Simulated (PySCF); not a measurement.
C4H5O2 (doublet state).
Z-matrix (Å and degrees, PBE0-D3(BJ)/def2-SVP geometry), rows numbered from 1:
```
O 
C   1  1.2210
C   2  1.4277  1  128.37
O   3  1.3256  2  114.12  1   179.77
C   4  1.4467  3  109.98  2    -0.13
C   5  1.5223  4  106.98  3     0.45
H   3  1.0895  2  128.62  1    -0.21
H   5  1.0996  4  106.86  3   122.69
H   5  1.0997  4  106.87  3  -121.70
H   6  1.1002  2  109.38  1    59.21
H   6  1.1000  2  109.43  1   -58.21
```

As a line formula: `O=C1[CH]OCC1` [radical].

Level of theory: PySCF, UKS B3LYP, IGLO-III on C O, pcH-1 on H, non-relativistic, mean-field spin-orbit, GIAO. Geometry: PBE0-D3(BJ)/def2-SVP; no solvent, vibrations or thermal averaging. The SCF solution wasn't tested for stability.

Q: The isotropic 17O couplings are -26.5, -19.1 MHz. Assign them to O1; O4.

A: 
| site | a_iso (MHz) | ρ(0) (bohr⁻³) | position | distance from C3 (Å) | spin population | largest \|T\| (MHz) |
| --- | --- | --- | --- | --- | --- | --- |
| O1 | -19.1 | +0.0315 | 2 bonds from C3 | 2.39 | +0.27 | 82.7 |
| O4 | -26.5 | +0.0437 | 1 bond from C3 | 1.33 | +0.17 | 79.2 |

Q: The isotropic 1H couplings, averaged over equivalent nuclei, are -42.6, +15.9, +13.0 MHz. Assign them to H7; H8/H9; H10/H11.

A: 
| site | a_iso (MHz) | ρ(0) (bohr⁻³) | position | distance from C3 (Å) | bound to | spin population there | largest \|T\| (MHz) |
| --- | --- | --- | --- | --- | --- | --- | --- |
| H7 | -42.6 | -0.0095 | α, 1 bond from C3 | 1.09 | C3 | +0.60 | 24.9 |
| H8/H9 | +13.0 | +0.0029 | γ, 3 bonds from C3 | 3.00 | C5 | -0.02 | 5.6 |
| H10/H11 | +15.9 | +0.0036 | γ, 3 bonds from C3 | 3.10 | C6 | -0.01 | 3.7 |

ρ(0) is the spin density at the nucleus and T the dipolar tensor; entries for several nuclei are means. The Mulliken spin populations are largest on C3 (+0.60), O1 (+0.27) and O4 (+0.17). Three atoms exceed +0.15. The angles at C3 add up to 360.0°, so it is planar; its axial dipolar tensor and the negative coupling of its proton fit spin in a p orbital normal to that plane.

β density exceeds α density at some nuclei, such as C2 (-0.0250), H7 (-0.0095) and C6 (-0.0055), spin density in bohr⁻³. In a single determinant that takes different orbitals for the two spins, that is spin polarisation.

Nuclei that the bonding pattern makes equivalent are averaged, as if the motion that swaps them (rotation, inversion, ring flip) were fast.
